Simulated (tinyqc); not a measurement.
Worked calculation (part 2 of 2): G0W0 on RHF in the sto-3g basis, for H2O, spin multiplicity 1. Computed by tinyqc, a small Python program that keeps every step (integrals from PySCF). Command: `OMP_NUM_THREADS=1 python tinyqc.py 23190 23191 out.jsonl` (the two numbers bound the seeds that draw the settings). One thread of a shared host (Intel(R) Xeon(R) Processor @ 2.60GHz), about 0.06 s of CPU time with the checks.

Geometry (angstrom):
```
atom        x         y        z
O     0.00000   0.00000  0.00000
H     0.00000   0.72600  0.56500
H     0.00000  -0.69300  0.54000
```

## Screening: direct RPA

orbital energies (hartree): MO1 -20.23669, MO2 -1.30193, MO3 -0.64906, MO4 -0.46104, MO5 -0.39674, MO6 0.66236, MO7 0.81773

Given earlier and not repeated: Two-electron integrals over orbitals (pq|rs).

With D = e_a - e_i and K = (ia|jb): diagonalise D^(1/2) (D + 4K) D^(1/2) = Z w^2 Z^T; X + Y = D^(1/2) Z w^(-1/2), each column of Z with its largest component positive (the first on a tie); E_c = (sum w - tr (D + 2K)) / 2.

D^(1/2) (D + 4K) D^(1/2) (hartree^2):
```
           1>6        1>7       2>6       2>7       3>6       3>7       4>6       4>7
1>6  439.54509   -0.20248   0.15313   0.06009  -0.00745  -0.16424   0.00051  -0.05297
1>7   -0.20248  445.20589   0.05560   0.46491   0.09302   0.02552  -0.04234  -0.28180
2>6    0.15313    0.05560   4.66510  -0.07595   0.11948   0.51225   0.34107  -0.07352
2>7    0.06009    0.46491  -0.07595   5.01283   0.22344  -0.14505  -0.07987  -0.09299
3>6   -0.00745    0.09302   0.11948   0.22344   2.09299   0.08447   0.09691   0.19248
3>7   -0.16424    0.02552   0.51225  -0.14505   0.08447   3.01374   0.34190  -0.08109
4>6    0.00051   -0.04234   0.34107  -0.07987   0.09691   0.34190   1.53136   0.02104
4>7   -0.05297   -0.28180  -0.07352  -0.09299   0.19248  -0.08109   0.02104   1.97868
5>6    0.00000    0.00000   0.00000   0.00000   0.00000   0.00000   0.00000   0.00000
5>7    0.00000    0.00000   0.00000   0.00000   0.00000   0.00000   0.00000   0.00000

          5>6       5>7
1>6   0.00000   0.00000
1>7   0.00000   0.00000
2>6   0.00000   0.00000
2>7   0.00000   0.00000
3>6   0.00000   0.00000
3>7   0.00000   0.00000
4>6   0.00000   0.00000
4>7   0.00000   0.00000
5>6   1.29051  -0.01313
5>7  -0.01313   1.59365
```

excitation energies w (hartree): 1.13576  1.19595  1.26262  1.34374  1.49585  1.70461  2.19560  2.25699  20.96516  21.10009

X + Y:
```
           1         2         3         4         5         6         7         8
1>6  0.00000  -0.00022   0.00000   0.00039   0.00031   0.00157  -0.00086  -0.00014
1>7  0.00000   0.00039   0.00000   0.00214   0.00110  -0.00033  -0.00192  -0.00275
2>6  0.00000  -0.09029   0.00000   0.03950  -0.02570  -0.32960   0.80815  -0.38371
2>7  0.00000   0.02443   0.00000   0.08773  -0.05038   0.05510   0.43647   0.86310
3>6  0.00000  -0.10759   0.00000  -0.60531   0.72530   0.06489   0.06343   0.03198
3>7  0.00000  -0.20183   0.00000   0.09914  -0.05288   0.86576   0.18943  -0.13995
4>6  0.00000   0.94452   0.00000  -0.01657   0.08051   0.12800   0.07446  -0.05285
4>7  0.00000  -0.03574   0.00000   0.76146   0.57457  -0.03750  -0.02813  -0.00767
5>6  0.96476   0.00000  -0.03955   0.00000   0.00000   0.00000   0.00000   0.00000
5>7  0.04466   0.00000   0.97983   0.00000   0.00000   0.00000   0.00000   0.00000

            9        10
1>6   0.99779  -0.03551
1>7   0.03575   0.99828
2>6   0.00011   0.00003
2>7   0.00006   0.00033
3>6   0.00000   0.00005
3>7  -0.00010   0.00002
4>6   0.00000  -0.00002
4>7  -0.00004  -0.00016
5>6   0.00000   0.00000
5>7   0.00000   0.00000
```

RPA correlation energy = -0.0469074 hartree

## G0W0 on Hartree-Fock: HOMO

W(p,q,m) = sqrt2 sum_ia (pq|ia) (X+Y)_ia,m; Sigma_c(x) = sum_(i,m) W^2/(x - e_i + w_m) + sum_(a,m) W^2/(x - e_a - w_m); solve x = e_p + Sigma_c(x) by Newton steps; Z = 1/(1 - dSigma/dx); 1 hartree = 27.211386 eV.

The 12 largest terms at x = e_p (hartree; W for the signs of X + Y given):
```
q  m         W      term
5  7   0.22740   0.02355
5  6   0.16679   0.01632
5  8  -0.16749   0.01243
2  1   0.08210   0.00330
5  2   0.05927   0.00294
6  1   0.05419  -0.00134
3  3   0.03147   0.00065
7  3   0.03403  -0.00047
5  5   0.02021   0.00027
2  3  -0.01920   0.00017
5  4  -0.01280   0.00012
3  1   0.00860   0.00005
```

Newton steps (hartree):
```
step         x  Sigma_c(x)        Z
0     -0.39674     0.05805  0.96942
1     -0.34046     0.05633  0.97104
2     -0.34041     0.05632  0.97104
```

quasiparticle energy of the HOMO = -9.26306 eV

Hartree-Fock value = -10.79573 eV

## G0W0 on Hartree-Fock: LUMO

As before.

The 12 largest terms at x = e_p (hartree; W for the signs of X + Y given):
```
q  m         W      term
7  5  -0.10295  -0.00642
6  7   0.11131  -0.00564
2  7   0.13997   0.00471
3  5   0.10124   0.00365
6  8  -0.08763  -0.00340
4  7   0.08339   0.00210
2  8  -0.08533   0.00173
4  6   0.06621   0.00155
5  1   0.05419   0.00134
4  8  -0.06374   0.00120
4  2   0.05002   0.00108
2  6   0.05652   0.00087
```

Newton steps (hartree):
```
step        x  Sigma_c(x)        Z
0     0.66236     0.00302  0.98460
1     0.66533     0.00297  0.98458
2     0.66533     0.00297  0.98458
```

quasiparticle energy of the LUMO = 18.10454 eV

Hartree-Fock value = 18.02371 eV
